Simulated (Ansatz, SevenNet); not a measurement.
## Cubic perovskite SrTiO3 (cubic form, which distorts at low temperature), equilibrium lattice constant a

Reference value: 3.89 Å (measured, 0 K, cubic phase extrapolated to 0 K; as tabulated in Bilc et al. (2008), arXiv:0805.0753).

### Question
What do SevenNet-l3i5, LDA, PBE, r²SCAN-D4, Hartree–Fock give, and how far is each from the reference?

### Answer

```tsv
level (code)	value (Å)	difference (%)
SevenNet-l3i5	3.944	+1.39
LDA (Ansatz)	3.854	-0.93
PBE (Ansatz)	3.936	+1.18
r²SCAN-D4 (Ansatz)	3.899	+0.23
Hartree–Fock (Ansatz)	3.909	+0.49
```

Once the reference is moved by up to 0.33 % (a margin picked here for doubts on the reference and the settings, and for temperature and zero-point motion) and values within 0.10 % count as equal, the nearest can be r²SCAN-D4 (+0.23 %), Hartree–Fock (+0.49 %) or LDA (-0.93 %). Within 2 %: SevenNet-l3i5, LDA, PBE, r²SCAN-D4, Hartree–Fock.

The measured value isn't corrected to a static lattice, so vibrations enter the comparison. A static lattice is as a rule a little smaller than the measured one.  SevenNet-l3i5, LDA, PBE, r²SCAN-D4, Hartree–Fock: the relaxation could not lower the start's symmetry, so the cell can be a saddle point above a distorted one. Cutoffs and k meshes differ between the levels. Ansatz's density-functional and Hartree–Fock values are scalar-relativistic unless marked +SOC, with PAW data made under PBE.

Machine-learned potentials (SevenNet-l3i5) are trained on DFT data: a solid inside that data is no test of them.

Differences are worked out from the printed values.

Ansatz is a quantum-chemistry and plane-wave program.
